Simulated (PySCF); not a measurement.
Several orderings of computed values.

All species are isolated and taken at one optimised geometry, non-relativistic unless stated. Electronic properties by PySCF.

The conformers computed, where there is a choice (atom-mapped SMILES and torsion angles):
- `[O:1]=[C:2]1[CH2:3][O:4][C@H:5]1[C:6]([F:7])=[C:8]([F:9])[F:10]`: O4–C5–C6–F7 -132°
- `[CH3:1][CH2:2][CH2:3][CH2:4][CH:5]=[O:6]`: C1–C2–C3–C4 180°, C2–C3–C4–C5 180°, C3–C4–C5–O6 0°
- `[CH:1]#[C:2]/[CH:3]=[CH:4]\[O:5][CH2:6][CH:7]=[O:8]`: C3–C4–O5–C6 -176°, C4–O5–C6–C7 -171°, O5–C6–C7–O8 180°
- `[OH:1][CH2:2][CH:3]1[CH2:4][CH2:5][CH2:6]1`: O1–C2–C3–C4 75°, H–O1–C2–C3 -55°
- `[CH:1]#[C:2][CH2:3][OH:4]`: H–O4–C3–C2 180°
- `[CH3:1][CH2:2][Si@H:3]([CH3:4])[CH2:5][Cl:6]`: C1–C2–Si3–C4 179°, C2–Si3–C5–Cl6 58°
- `[CH2:1]=[CH:2][CH2:3][O:4][CH2:5][CH3:6]`: C1–C2–C3–O4 -141°, C2–C3–O4–C5 -178°, C3–O4–C5–C6 -179°
- `[O:1]=[C:2]([OH:3])[C:4]#[C:5][CH:6]1[CH2:7][CH2:8]1`: H–O3–C2–O1 0°
- `[CH:1]#[C:2][C:3](=[O:4])[O:5][CH2:6][CH:7]=[CH2:8]`: C2–C3–O5–C6 179°, C3–O5–C6–C7 -82°, O5–C6–C7–C8 126°

**Question.** Rank by HOMO energy, lowest first (CAM-B3LYP/def2-SVPD at GFN2-xTB geometries).
A. `C1C(CO)CC1`
B. `O=[P+]=O`
C. `C#C/C=C\OCC=O`
D. `C1CCOCC1`
E. `CCCCC=O`
F. `C(F)(F)=C([C@@H]1OCC1=O)F`

**Answer.** B (-21.07 eV), A (-9.22 eV), F (-9.09 eV), E (-8.93 eV), D (-8.64 eV), C (-7.97 eV).

**Question.** By how much do the two ends of that ranking differ?

**Answer.** By 13.10 eV, between `C#C/C=C\OCC=O` and `O=[P+]=O`.

**Question.** Rank by HOMO–LUMO gap, lowest first (CAM-B3LYP/def2-SVPD at GFN2-xTB geometries).
A. `C#C/C=C\OCC=O`
B. `C1CCOCC1`
C. `CCCCC=O`
D. `O=[P+]=O`

**Answer.** A (7.73 eV), C (9.49 eV), D (9.86 eV), B (10.06 eV).

**Question.** By how much do the two ends of that ranking differ?

**Answer.** By 2.33 eV, between `C1CCOCC1` and `C#C/C=C\OCC=O`.

**Question.** Rank by smallest rotational constant, lowest first (GFN2-xTB).
A. `C(C=O)CCC`
B. `C#C[Si@H]([SiH3])C#N`
C. `C1CCCCO1`
D. `O=[PH]1C=CC=C1`
E. `C#CCO`

**Answer.** B (1.112 GHz), A (1.345 GHz), D (2.142 GHz), C (2.631 GHz), E (4.275 GHz).

**Question.** By how much do the two ends of that ranking differ?

**Answer.** By 3.163 GHz, between `C#CCO` and `C#C[Si@H]([SiH3])C#N`.

**Question.** Rank by static isotropic polarisability, highest first (CAM-B3LYP/def2-SVPD at GFN2-xTB geometries).
A. `C#C/C=C\OCC=O`
B. `[Si@@H](CCl)(CC)C`
C. `OCC1CCC1`
D. `O=[P+]=O`

**Answer.** B (88.5 au), A (82.2 au), C (62.3 au), D (20.9 au).

**Question.** Rank by electronic spatial extent ⟨r²⟩ about the centre of nuclear charge, highest first (CAM-B3LYP/def2-SVPD at GFN2-xTB geometries).
A. `C#CCO`
B. `O=[P+]=O`
C. `C1CCOCC1`
D. `CCCCC=O`
E. `O=C1CO[C@H]1C(F)=C(F)F`

**Answer.** E (1310 bohr²), D (888 bohr²), C (541 bohr²), A (300 bohr²), B (155 bohr²).

**Question.** Rank by dipole moment, lowest first (PBE0/def2-SVPD at GFN2-xTB geometries).
A. `C=CCOCC`
B. `Cc1cccc(=O)o1`
C. `C#CC(=O)OCC=C`
D. `O=C(O)C#CC1CC1`

**Answer.** A (1.19 D), C (1.75 D), D (2.94 D), B (5.07 D).

**Question.** Give the two extremes of that set in atomic units.

**Answer.** `C=CCOCC`: 0.47 au; `Cc1cccc(=O)o1`: 2.00 au.
